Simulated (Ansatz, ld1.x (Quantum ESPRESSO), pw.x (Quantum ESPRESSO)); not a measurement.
## Equation-of-state test of one RRKJ potential (Ag (Z = 47))

* Element: Ag
* Generator: ld1.x (Quantum ESPRESSO) 7.5
* Type: norm-conserving RRKJ (Kleinman–Bylander form)
* Functional: PBEsol
* Relativity: scalar-relativistic
* Frozen core: [Kr]
* Valence charge: 11
* Reference configuration: 4d10 5s1 5p0
* Partial waves: 5p (bound, empty): rc 2.70 bohr; 4d (bound): rc 1.75 bohr; 5s (bound): rc 2.05 bohr
* Local potential: the s channel
* Core correction: a·sin(br)/r model core, default radius (core density twice the valence density)

Crystal test: bcc Ag in pw.x 7.5, no spin, 14³ k-points, Fermi–Dirac smearing 0.01 Ry, cutoffs 75/300 Ry. The reference is all-electron LAPW (Ansatz 0.2.0) with the same functional, mesh and smearing; V0 and B0 come from Birch–Murnaghan fits to the pressures at five volumes. Errors are pseudo minus all-electron; Δ is the rms difference of the E(V) curves that follow from these fits, minima aligned, over ±6 % about the mean V0. Mesh and smearing are coarse, so the numbers serve the comparison and aren't converged zero-temperature values; the lattice is a test structure that the element need not adopt.

All-electron: a0 = 3.226 Å (V0 = 16.78 Å³/atom), B0 = 114.6 GPa.

Problem. How far does the potential miss the all-electron equation of state?

Solution. mean pressure error (GPa): +4.92; a0 (Å): 3.269; a0 error (%): +1.35; B0 error (%): -5.9; Δ (meV/atom): 16.8. This is a poor potential for the solid.

```csv
V (Å³/atom),P all-electron (GPa),P pseudo (GPa)
15.943,6.78,12.81
16.362,3.10,8.50
16.782,-0.02,4.84
17.202,-2.65,1.72
17.621,-4.87,-0.93
```

Problem. At the middle volume, how do free energy and pressure move when the wave cutoff is lowered (ecutrho kept at four times it)?

Solution.

```tsv
cutoff (Ry)	shift of F (meV/atom)	shift of P (GPa)
34	+10333.8	-440.70
45	+840.4	-64.39
60	+4.9	-0.20
```

Input at the middle volume:

```
&control
  calculation='scf', prefix='x', pseudo_dir='./', outdir='./tmp', tstress=.true., disk_io='low'
/
&system
  ibrav=0, nat=1, ntyp=1, ecutwfc=75, ecutrho=300, nbnd=13,
  occupations='smearing', smearing='fd', degauss=0.01
/
&electrons
  conv_thr=1e-09, mixing_beta=0.4, electron_maxstep=70
/
ATOMIC_SPECIES
Ag 1.0 Ag.UPF
CELL_PARAMETERS angstrom
  -1.61285222 1.61285222 1.61285222
  1.61285222 -1.61285222 1.61285222
  1.61285222 1.61285222 -1.61285222
ATOMIC_POSITIONS crystal
Ag 0.0000 0.0000 0.0000
K_POINTS automatic
14 14 14 0 0 0
```

```bash
pw.x < Ag.scf.in > Ag.scf.out
```

Lines of the output:

```
Message from routine setup:
     using ibrav=0 with symmetry is DISCOURAGED, use correct ibrav instead
     lattice parameter (alat)  =       5.2790  a.u.
     unit-cell volume          =     113.2506 (a.u.)^3
     number of electrons       =        11.00
     number of Kohn-Sham states=           13
     kinetic-energy cutoff     =      75.0000  Ry
     charge density cutoff     =     300.0000  Ry
     scf convergence threshold =      1.0E-09
     Exchange-correlation= PBESOL
     number of k points=   104  Fermi-Dirac smearing, width (Ry)=  0.0100
     iteration #  1     ecut=    75.00 Ry     beta= 0.40
     total energy              =     -93.78434509 Ry
     estimated scf accuracy    <       0.07172808 Ry
     iteration #  2     ecut=    75.00 Ry     beta= 0.40
     total energy              =     -93.79762339 Ry
     estimated scf accuracy    <       0.00054349 Ry
     iteration #  3     ecut=    75.00 Ry     beta= 0.40
     total energy              =     -93.79768260 Ry
     estimated scf accuracy    <       0.00012884 Ry
     iteration #  4     ecut=    75.00 Ry     beta= 0.40
     total energy              =     -93.79768506 Ry
     estimated scf accuracy    <       0.00000187 Ry
     iteration #  5     ecut=    75.00 Ry     beta= 0.40
     total energy              =     -93.79768514 Ry
     estimated scf accuracy    <       0.00000004 Ry
     iteration #  6     ecut=    75.00 Ry     beta= 0.40
     total energy              =     -93.79768514 Ry
     estimated scf accuracy    <          3.8E-09 Ry
     iteration #  7     ecut=    75.00 Ry     beta= 0.40
     the Fermi energy is    13.4140 ev
!    total energy              =     -93.79768514 Ry
     estimated scf accuracy    <          2.0E-10 Ry
     smearing contrib. (-TS)   =      -0.00168855 Ry
     The total energy is F=E-TS. E is the sum of the following terms:
     one-electron contribution =       1.06524943 Ry
     hartree contribution      =      12.38225969 Ry
     xc contribution           =     -35.00448551 Ry
     ewald contribution        =     -72.23902020 Ry
     convergence has been achieved in   7 iterations
          total   stress  (Ry/bohr**3)                   (kbar)     P=       48.38
```

The run at the middle volume (104 k-points, 7 iterations) took about 18 s on one core of a shared host (Neoverse-V1, 32 threads, 247 GiB, load 34).
